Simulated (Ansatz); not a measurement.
C4H5F can be A, `FC1=CCC1`, or B, `C=CC(=C)F`.

Computed with Ansatz on PBE0-D4/def2-TZVP structures; ΔE is electronic, products minus reactants. CCSD(T)/CBS is the MP2 limit (def2-TZVPP, def2-QZVPP) plus CCSD(T) − MP2 in def2-TZVPP, frozen cores. Functionals use def2-TZVPP. B3LYP here is the variant with VWN-RPA as its local correlation; programs differ in this. One conformer a species, not always the lowest.

**Question.** Which is lower in electronic energy at CCSD(T)/CBS, and by how much? (Best estimate.)

**Answer.** The calculation gave: B, by 10.0 kcal/mol.

**Question.** Give E(B) − E(A) in kcal/mol with MP2/def2-TZVPP, B3LYP-D4, CCSD(T)/def2-SVP, r2SCAN-D4, LDA (SPW92), HF/def2-TZVPP, CCSD/def2-TZVPP. (Best estimate.)

**Answer.** Ansatz gave: MP2/def2-TZVPP -7.5, B3LYP-D4 -13.7, CCSD(T)/def2-SVP -9.9, r2SCAN-D4 -11.0, LDA (SPW92) -4.7, HF/def2-TZVPP -14.1, CCSD/def2-TZVPP -9.7. None reverses the order clearly.

**Question.** Does the order hold for the free energy at 298.15 K (harmonic terms from PBE0-D4)? (An estimate is asked.)

**Answer.** Ansatz gave: Yes: G(B) − G(A) = -11.6 kcal/mol, for one conformer each.

Largest T1 diagnostic: 0.012.

From PBE to PBE0 (25 % exact exchange), in def2-TZVPP and without D4, E(B) − E(A) moves by +1.9 kcal/mol. In def2-TZVPP, CCSD(T) changes the Hartree–Fock value by +4.2 kcal/mol (the triples alone add −0.2 kcal/mol) and MP2 by +6.6 kcal/mol.
